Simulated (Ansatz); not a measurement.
Ideal-gas functions of `BN=C` at 500 K and 1 bar, from an Ansatz frequency run at PBE0-D4/def2-TZVP.

Molar mass 40.86 g/mol, point group C2v (symmetry number 2), electronic degeneracy 1, moments of inertia 3.979, 54.046, 54.513 u Å². Harmonic wavenumbers (cm⁻¹, unscaled): 211, 329, 772, 904, 943, 1030, 1057, 1185, 1241, 1528, 1960, 2575, 2655, 3044, 3119.

Use S(trans) = R[1.5 ln M + 2.5 ln T − 1.1517]; rotational temperatures θ = 24.2544 K / I; S(rot) = R[ln(√π/σ · √(T³/θAθBθC)) + 1.5]; for each mode x = 1.438777 ν̃/T, S = R[x/(eˣ − 1) − ln(1 − e⁻ˣ)] and H = RT x/(eˣ − 1); 1 cm⁻¹ = 0.0119627 kJ/mol; R = 8.31446 J/(mol·K).

**Question.** By hand: the entropy, in J/(mol·K).

**Answer.** Translation 165.9. Rotation: θ = 6.0956, 0.4488, 0.4449 K, giving 88.2. Vibration, mode by mode: 12.59, 9.07, 3.20, 2.37, 2.17, 1.78, 1.68, 1.25, 1.10, 0.56, 0.20, 0.04, 0.03, 0.01, 0.01, in all 36.1. Electronic 0.0. Sum 290.2 J/(mol·K).

**Question.** By hand: H − E and G − E in kJ/mol, counted from the electronic energy.

**Answer.** Zero-point energy ½ × 22553 × 0.0119627 = 134.9; thermal vibration 10.9; translation, rotation and pV give 4 RT = 16.6. H − E = 162.4 kJ/mol, and G − E = 162.4 − 500 × 290.2/1000 = 17.3 kJ/mol.

Vibration gives 12 % of the entropy.
